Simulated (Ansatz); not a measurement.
# CH3FO: how energies converge with the basis set

Aim: see how fast density functionals converge with the basis set for CH3FO.

Program: Ansatz 0.2.0, Gaussian basis. Level of theory: one geometry, several basis sets. These are calculated values, not measurements.

The runs, in order: PBE0-D4/def2-SVP; ωB97M-V/def2-SVP; PBE0-D4/def2-QZVPP; ωB97M-V/def2-QZVPP; the functionals' def2-TZVPP values are taken from earlier runs.

**1. Structure used throughout**

An earlier PBE0-D4 in a triple-zeta def2 set relaxation fixed the geometry.

SMILES `OCF`, 6 atoms, charge 0, spin multiplicity 1.

Atoms are counted from 1 here; the program's logs count them from 0.

Bond lengths: O1–C2 1.370 Å, O1–H4 0.962 Å, C2–F3 1.381 Å, C2–H5 1.096 Å, C2–H6 1.091 Å. Angles: C2–O1–H4 109.3°, O1–C2–F3 111.1°, O1–C2–H5 112.9°, O1–C2–H6 107.4°, F3–C2–H5 106.3°, F3–C2–H6 107.8°, H5–C2–H6 111.3°.

**2. PBE0-D4 in def2-SVP**

The input, in.yaml:

```yaml
crystal:
  periodic: [false, false, false]
  atoms:
    - {symbol: O, position_ang: [-0.794015, -0.697182, -0.247427]}
    - {symbol: C, position_ang: [0.250179, 0.049047, 0.230771]}
    - {symbol: F, position_ang: [-0.094133, 1.383180, 0.323817]}
    - {symbol: H, position_ang: [-0.928749, -0.495103, -1.178017]}
    - {symbol: H, position_ang: [1.136763, 0.004867, -0.412547]}
    - {symbol: H, position_ang: [0.472055, -0.308811, 1.237302]}
basis:
  gaussian: {orbitals: def2-SVP}
hamiltonian: {xc: pbe0, dispersion: d4}
output: {orbitals: {seedname: orbitals}}
```

After this run come: ωB97M-V in def2-SVP; PBE0-D4 in def2-QZVPP; ωB97M-V in def2-QZVPP.

Before running them: what should the planned runs give, taken together? Wanted: PBE0-D4: double and triple zeta above quadruple; ωB97M-V: double and triple zeta above quadruple.

The runs gave:

| quantity | value |
| --- | --- |
| PBE0-D4: double and triple zeta above quadruple | 7.50, 0.33 eV |
| ωB97M-V: double and triple zeta above quadruple | 7.70, 0.32 eV |

What this shows: PBE0-D4 gains 7.18 eV from double to triple zeta, then 0.33 eV more. Total energies overstate the basis error of differences, where much of it tends to cancel. The LUMO of ωB97M-V is positive and keeps falling with the basis (3.38 to 1.69 eV): an unbound level that the basis holds in place.
